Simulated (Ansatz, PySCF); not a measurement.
Dissociation curve of SMILES CN, singlet. The C1–N5 bond (C1 also carries H, H, H; N5 carries H, H) is varied alone, starting from the PBE0/def2-TZVP optimised geometry. Each curve is given relative to its own lowest point near equilibrium.

```json
[
 {"R / Å": "1.17", "A": "68.3", "B": "56.6", "C": "61.5", "D": "58.1"},
 {"R / Å": "1.25", "A": "32.1", "B": "25.4", "C": "28.1", "D": "26.7"},
 {"R / Å": "1.32", "A": "13.8", "B": "10.0", "C": "11.5", "D": "10.9"},
 {"R / Å": "1.36", "A": "7.3", "B": "4.8", "C": "5.7", "D": "5.5"},
 {"R / Å": "1.40", "A": "3.1", "B": "1.7", "C": "2.1", "D": "2.1"},
 {"R / Å": "1.45", "A": "0.4", "B": "0.0", "C": "0.0", "D": "0.1"},
 {"R / Å": "1.50", "A": "0.0", "B": "0.3", "C": "0.0", "D": "0.0"},
 {"R / Å": "1.55", "A": "1.3", "B": "2.1", "C": "1.5", "D": "1.4"},
 {"R / Å": "1.59", "A": "3.3", "B": "4.3", "C": "3.6", "D": "3.3"},
 {"R / Å": "1.69", "A": "10.8", "B": "12.2", "C": "11.1", "D": "10.3"},
 {"R / Å": "1.80", "A": "21.6", "B": "22.8", "C": "21.4", "D": "20.1"},
 {"R / Å": "1.97", "A": "40.0", "B": "40.3", "C": "37.9", "D": "36.4"},
 {"R / Å": "2.18", "A": "61.9", "B": "60.7", "C": "55.4", "D": "55.4"},
 {"R / Å": "2.42", "A": "83.4", "B": "80.0", "C": "69.2", "D": "73.5"},
 {"R / Å": "2.64", "A": "99.0", "B": "90.7", "C": "76.1", "D": "86.5"},
 {"R / Å": "2.90", "A": "113.1", "B": "96.8", "C": "79.8", "D": "98.0"},
 {"R / Å": "3.18", "A": "123.9", "B": "99.7", "C": "81.2", "D": "106.6"},
 {"R / Å": "3.53", "A": "133.1", "B": "101.3", "C": "81.7", "D": "113.8"},
 {"R / Å": "3.90", "A": "139.2", "B": "101.9", "C": "81.8", "D": "118.4"},
 {"R / Å": "4.40", "A": "144.4", "B": "102.1", "C": "81.8", "D": "121.8"}
]
```

Energies in kcal/mol.

Q: Which curve belongs to which method? The methods are CASSCF(2,2)/def2-TZVP (PySCF); PySCF 2.14.0 with restricted B3LYP/LANL2DZ; restricted BLYP/def2-TZVP in PySCF; unrestricted PBE/def2-TZVP in Ansatz (a program for electronic structure).

A: A is RKS-B3LYP/LANL2DZ; B is UKS-PBE; C is CASSCF(2,2); D is RKS-BLYP.

The restricted form behind RKS-BLYP, RKS-B3LYP/LANL2DZ keeps the bonding electrons paired and can't separate into open-shell fragments. The unrestricted determinant behind UKS-PBE is spin-contaminated at 2.42 to 4.40 Å (<S²> up to 1.0, against 0.00 for a pure singlet).
